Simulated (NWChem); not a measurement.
# fluorine (F2); SMILES FF

```xyz
2

F      0.0000     0.0000     0.6882
F      0.0000     0.0000    -0.6882
```
Atoms are numbered in this order, from 1.

The geometry was optimised at PBE0/def2-SVP.

Problem. List the 4 lowest vertical singlet excitations from CAM-B3LYP/def2-TZVPD, TDA (NWChem).

Solution. 
```
state  energy (eV)  oscillator strength  leading excitation (squared amplitude)
-----  -----------  -------------------  --------------------------------------
S1            4.98                0.000                      HOMO → LUMO (0.99)
S2            4.98                0.000                    HOMO−1 → LUMO (0.99)
S3            8.85                0.000                    HOMO−2 → LUMO (0.99)
S4            8.85                0.000                    HOMO−3 → LUMO (0.99)
```
